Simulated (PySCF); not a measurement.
Species: C3H2Cl (charge +1).
Atom-mapped SMILES: `[Cl:1][c:2]1[cH:3][cH+:4]1` (hydrogens: H5 on C3; H6 on C4)

Computed geometry: GFN2-xTB, gas phase.

Problem. What internal coordinates does the optimisation give?

Solution. 
```csv
bond,length (Å)
Cl1–C2,1.604
"C2–C3, C2–C4",1.404
C3–C4,1.365
"C3–H5, C4–H6",1.073
```

Bonds in one row agree within 0.01 Å and their mean is given. A selection of angles:
```csv
angle,degrees
Cl1–C2–C3,150.9
C3–C2–C4,58.2
C2–C3–C4,60.9
C2–C3–H5,149.8
C4–C3–H5,149.2
```

C2 (unsaturated ring carbon) has angles 150.9°, 150.9° and 58.2°, sum 360.0°, 0.00 Å off the plane of its three neighbours. The 4 heavy atoms lie in one plane (0.000 Å rms). The 3-membered ring C2–C3–C4 has internal angles of 58.2° to 60.9°. The 3 C–C bonds span 1.365 Å (C3–C4, drawn aromatic) to 1.404 Å (C2–C4, drawn aromatic), a spread of 0.039 Å. C3 (unsaturated ring CH carbon) is planar (angles 149.8°, 149.2° and 60.9°, sum 360.0°, 0.00 Å off the plane of its three neighbours).

Point group: C2v (every atom within 0.08 Å of its image). Not checked by GFN2-xTB frequencies.
